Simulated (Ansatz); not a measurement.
Computed with Ansatz on PBE0-D4/def2-TZVP structures; ΔE is electronic, products minus reactants. CBS: MP2 limit from def2 TZ/QZ plus the TZ coupled-cluster correction, frozen cores. This one scheme is used for every species. Functionals use def2-TZVPP. B3LYP here is the variant with VWN-RPA as its local correlation; programs differ in this. Each species was taken in one conformer, which may not be the lowest.

Consider the formal hydrolysis of a C–C bond: `C=C(O)C=N` + H₂O → `C=C(O)O` + `C=N`.

```csv
level,ΔE (kcal/mol)
B3LYP-D4,15.7
PBE-QIDH,16.1
SCS-MP2/def2-TZVPP,16.0
MP2/CBS(def2),19.2
```

What does CCSD(T)/CBS give? (Estimate.)

The calculation gave: +17.3 kcal/mol. The listed levels differ from it by -1.6, -1.2, -1.3, 1.9 kcal/mol.

What do rigid-rotor, harmonic-oscillator terms from PBE0-D4/def2-TZVP frequencies (298.15 K, 1 bar) make of the CCSD(T)/CBS value? (Best estimate.)

Ansatz gave: ΔZPE = 0.0 kcal/mol, ΔH = +17.1 kcal/mol, ΔS = 26 J/(mol·K), ΔG = +15.2 kcal/mol.

Largest T1 diagnostic among the species: 0.013.

From PBE to PBE0 (25 % exact exchange), in def2-TZVPP and without D4, ΔE moves by −0.7 kcal/mol. At CCSD(T), def2-SVP lies −4.6 kcal/mol from the extrapolated value and def2-TZVPP −1.3 kcal/mol.
